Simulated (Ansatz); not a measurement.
**PH2+ (triplet): from Hartree-Fock to the top rungs at a displaced geometry (v2), cc-pVTZ**

How much of the correlation energy of PH2+ (triplet) does each wave-function method recover here?

The runs use Ansatz 0.2.0, Gaussian basis; cc-pVTZ, core rule «outside noble gas», up to 5 orbitals frozen.

The runs, in order: UHF; CCSD(T) on ROHF; CCSD(T) on UHF; BCCD(T) on ROHF; CISD as a restricted active space (open shells left free, so some higher excitations enter); CCSDT(Q) on ROHF; CCSDT(Q) on UHF; CASSCF and MRCISD+Q, 6 electrons in 6 orbitals; CASSCF and NEVPT2, 6 electrons in 6 orbitals.

15 further runs of the same task are left out: 6 that didn't finish, 9 set aside as unsound or not needed. Runs told in other sessions of the task aren't counted.

## 1. What is computed

The geometry is a PBE0/def2-TZVP stationary point (not a proven minimum) with its atoms shifted at random (size 0.100 Å).

3 atoms, charge 1, spin multiplicity 3.

Atoms are counted from 1 here; the program's logs count them from 0.

Bond lengths: P1–H2 1.420 Å, P1–H3 1.410 Å. Angles: H2–P1–H3 121.8°.

## 2. UHF

Input file in.yaml:

```yaml
crystal:
  periodic: [false, false, false]
  atoms:
    - {symbol: P, position_ang: [0.007734, -0.041334, -0.000459]}
    - {symbol: H, position_ang: [-0.157140, 0.651305, -1.228583]}
    - {symbol: H, position_ang: [-0.080520, 0.618881, 1.242673]}
basis:
  gaussian: {orbitals: cc-pVTZ}
total_charge: 1
magnetization: {spin_polarized: true, initial_magnetization: 2}
hamiltonian: {xc: hf}
output: {orbitals: {seedname: orbitals}}
```

On the command line:

```console
$ ansatz run in.yaml --threads 1 --pin off --events-out ev --progress --plain --max-ram 2393MiB
```

After this run come: CCSD(T) on ROHF; CCSD(T) on UHF; BCCD(T) on ROHF; CISD as a restricted active space (open shells left free, so some higher excitations enter); CCSDT(Q) on ROHF; CCSDT(Q) on UHF; CASSCF and MRCISD+Q, 6 electrons in 6 orbitals; CASSCF and NEVPT2, 6 electrons in 6 orbitals.

Q: Predict the results of all the runs planned. Wanted: UCCSDT(Q) from the RHF energy; RMP2 from UCCSDT(Q); UMP2 from UCCSDT(Q); RCCSD from UCCSDT(Q); RCCSD(T) from UCCSDT(Q); UCCSD(T) from UCCSDT(Q); RCCSDT(Q) from UCCSDT(Q); NEVPT2 valence from UCCSDT(Q); MRCISD+Q valence from UCCSDT(Q).

The runs gave:

| quantity | value |
| --- | --- |
| UCCSDT(Q) from the ROHF energy | -3.5952 eV |
| RMP2 from UCCSDT(Q) | +17.56 kcal/mol |
| UMP2 from UCCSDT(Q) | +17.52 kcal/mol |
| RCCSD from UCCSDT(Q) | +2.96 kcal/mol |
| RCCSD(T) from UCCSDT(Q) | +0.62 kcal/mol |
| UCCSD(T) from UCCSDT(Q) | +0.57 kcal/mol |
| RCCSDT(Q) from UCCSDT(Q) | +0.04 kcal/mol |
| NEVPT2 valence from UCCSDT(Q) | +16.55 kcal/mol |
| MRCISD+Q valence from UCCSDT(Q) | +0.81 kcal/mol |
| levels within 1 kcal/mol (43 meV) | RCCSD(T), UCCSD(T), BCCD(T), RCCSDT, UCCSDT, RCCSDT(Q), MRCISD+Q valence |
| T1 diagnostic | 0.023 |
| effectively unpaired electrons | 2.01 |

**Reading.** RCCSD(T) misses by +0.62 kcal/mol, 0.7 % of the correlation energy. One determinant dominates. Of the multireference levels listed MRCISD+Q valence comes nearest in total energy (+0.81 kcal/mol), which doesn't show that its space is the better one. These misses are within one basis, not against nature; the frozen cores of restricted and unrestricted runs differ, which can shift their rows.

With open shells the CI space here admits some higher excitations, so it is larger than plain CISD.
